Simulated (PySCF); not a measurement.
# Property card for `F[C@@H]1[C@@H](O1)OC`

Species: C3H5FO2.
Atom-mapped SMILES: `[CH3:1][O:2][C@@H:3]1[O:4][C@@H:5]1[F:6]` (hydrogens: H7, H8, H9 on C1; H10 on C3; H11 on C5)

Geometry (GFN2-xTB, Å), atoms numbered from 1 in this order:
```xyz
11
C3H5FO2 angstrom
C      1.6976   -0.1708   -0.4912
O      0.4720   -0.7507   -0.0695
C     -0.6013    0.0666   -0.2320
O     -0.8086    1.1102    0.6972
C     -1.6754    0.0495    0.7626
F     -1.5632   -0.7565    1.8349
H      1.6545    0.0923   -1.5532
H      2.4569   -0.9307   -0.3271
H      1.9259    0.7213    0.0971
H     -0.8335    0.3507   -1.2622
H     -2.7195    0.2208    0.5174
```

Structural features include: ether, epoxide and C–F bond.

**GFN2-xTB geometry**

```
Point group of the GFN2-xTB geometry                  : C1
Rotational constants A, B, C of the GFN2-xTB geometry : 8.191, 2.541, 2.214 GHz
```

wB97X-D/def2-SVPD ground state and vertical TDDFT (core frozen in the response) (PySCF):

```
Dipole moment                                                     : 2.62 D
HOMO energy                                                       : -10.33 eV
LUMO energy                                                       : 2.35 eV
HOMO–LUMO gap                                                     : 12.68 eV
Lowest singlet excitation                                         : 8.39 eV (148 nm, f = 0.010)
Strongest line among the 8 lowest singlet transitions             : S7 at 9.40 eV (132 nm, f = 0.060)
Lowest triplet excitation (Tamm–Dancoff)                          : 8.25 eV
Static isotropic polarisability                                   : 44.6 au
Electronic spatial extent ⟨r²⟩ about the centre of nuclear charge : 562 bohr²
```

delta-SCF UKS SCAN, pcX-2 on the ionised atom, pcseg-1 elsewhere, spin-free X2C (PySCF):

```
Core binding energies : C1s 292.6 (C1), C1s 294.0 (C3), C1s 294.8 (C5), O1s 539.2 (O4), O1s 539.2 (O2), F1s 693.1 (F6) eV
```

Monoisotopic mass (most abundant isotopes): 92.0274 u.

The vertical singlet–triplet gap S1 − T1 is 0.14 eV (TDDFT singlet less Tamm–Dancoff triplet; S1: HOMO→LUMO, weight 0.73; T1: HOMO→LUMO, weight 0.63). The polarisability is 6.61 Å³ as a volume (1 au = 0.148185 Å³), or 0.93 au for each of the 48 electrons. The largest Löwdin shares of the HOMO are 0.35 on O2, 0.25 on O4, 0.10 on C3 and 0.09 on C5. The principal polarisabilities are 38.4, 41.5 and 54.0 au; their mean is the isotropic value. In atomic units the dipole is 1.03 e·bohr (1 au = 2.5417 D). With B = h/(8π²I), that is 505.379 GHz u Å² over I, the principal moments of inertia are 61.7, 198.9 and 228.3 u Å² (most abundant isotopes); the inertial defect Ic − Ia − Ib is -32.3 u Å² (zero for a rigid planar frame, negative otherwise).

Geometry: GFN2-xTB, one conformer, isolated molecule.
